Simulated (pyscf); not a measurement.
Structures and frequencies: ωB97X-D3(BJ)/def2-SVP in PySCF.

Estimate the classical barrier height and the reaction energy of HC≡CH + H₃C–OH → H₃C–CH=CH–OH at PBE/def2-TZVP. The step runs on the singlet surface, breaks C–O and forms C–C, C–O; take the separated reactants as zero.

ΔE‡ = 60.0 kcal/mol, ΔE = -51.5 kcal/mol. CCSD(T)/def2-TZVPP + ΔMP2(QZVPP) gives 73.8 kcal/mol and -45.3 kcal/mol. Zero-point energy shifts the barrier by +0.8 kcal/mol. It is an addition across a multiple bond or ene-type step, with an imaginary mode of 728i cm⁻¹. This is the saddle that the search found; another between the same sides may lie lower. The CCSD(T) − MP2 part came from Ansatz, without density fitting, on the same reference. The largest closed-shell T1 diagnostic is 0.033, which may signal static correlation.
